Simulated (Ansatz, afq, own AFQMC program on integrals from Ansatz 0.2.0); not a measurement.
AFQMC on a folder of integrals that Ansatz 0.2.0 wrote.

```yaml
crystal:
  periodic: [false, false, false]
  atoms:
    - {symbol: N, position_ang: [0.000000, 0.000000, 0.000000]}
    - {symbol: O, position_ang: [0.000000, 0.000000, 1.139769]}
basis:
  gaussian: {orbitals: cc-pVDZ}
magnetization: {spin_polarized: false, initial_magnetization: 1}
correlation: {method: ccsd_t, electrons: outside_noble_gas, hamiltonian_folder: ham}
```

```sh
$ ansatz run in.yaml --threads 1 --pin off --events-out ev --progress --plain --max-ram 1382MiB
```

Options of the walk:

```
--method phaseless --trial cisd --walkers 20 --populations 1 --least-time 40 --time-step 0.0025 --steps-per-block 10 --equilibration-blocks 120 --max-blocks 2400 --target-error 0.0008 --factor-cut 1e-05 --start determinant --seed 7395 --taylor-order 8
```

Times are imaginary, in 1/Eh. The walk had a cap of 196 s.

Log:

```
orbitals 26  electrons 6 5  factors 185 of 267
reference energy -129.25502998 Eh
CCSD correlation -0.33089367 Eh in 11 cycles, weight of the determinant in the CISD state 0.8972
energy of the start -129.585924 Eh
 block  time / (1/Eh)  mean weight  energy / Eh
     1     0.025  0.9987  -129.584208
     2     0.050  1.0006  -129.583183
     3     0.075  1.0020  -129.582566
     4     0.100  0.9989  -129.585016
     5     0.125  0.9997  -129.583656
     9     0.225  1.0010  -129.583220
   190     4.750  0.9963  -129.605046
   442    11.050  1.0012  -129.591493
   694    17.350  0.9986  -129.623905
   946    23.650  1.0022  -129.604237
  1198    29.950  0.9982  -129.600102
  1387    34.675  1.0001  -129.581322
  1450    36.250  0.9975  -129.584503
  1702    42.550  0.9991  -129.588337
  1954    48.850  0.9994  -129.597857
  2080    52.000  1.0009  -129.639024
  2206    55.150  1.0032  -129.612363
  2458    61.450  1.0015  -129.593905
blocks merged  error / Eh  count
     1  0.000288  2400
     2  0.000396  1200
     4  0.000535  600
     8  0.000698  300
    16  0.000877  150
    32  0.001024  75
    64  0.001179  37
   128  0.001284  18
   256  0.001570  9
energy -129.598085 +/- 0.001284 Eh
(rows thinned)
```

The run passed its tests (sampling time, drift between the halves within three errors, error under three times the target), which doesn't prove that it has relaxed.

Against this walk (error 34.9 meV) on the same determinant: CCSD(T) 23.3 meV higher (within the noise), CCSDT(Q) 24.1 meV lower (within the noise), a separate phaseless walk with a CISD trial and standard settings 31.9 ± 38.0 meV higher (within the noise). The error is statistical and leaves out the bias of the constraint.

Cautions: constraint bias not in the error; error above the target (34.9 against 21.8 meV); so few walkers bias the energy.

The walk took 2.6 min on 1 thread of Arm Neoverse V1, with other jobs on the host. The log's last line is the phaseless energy.

CCSDT and higher add their correlation energy to the determinant of the CCSD(T) run, since their own runs factorise the integrals more tightly (a shift of under 2 meV). A walk keeps the symmetry of its determinant, which the program's search chose and which needn't be the lowest solution, so a lower state of the same spin and another symmetry isn't excluded.
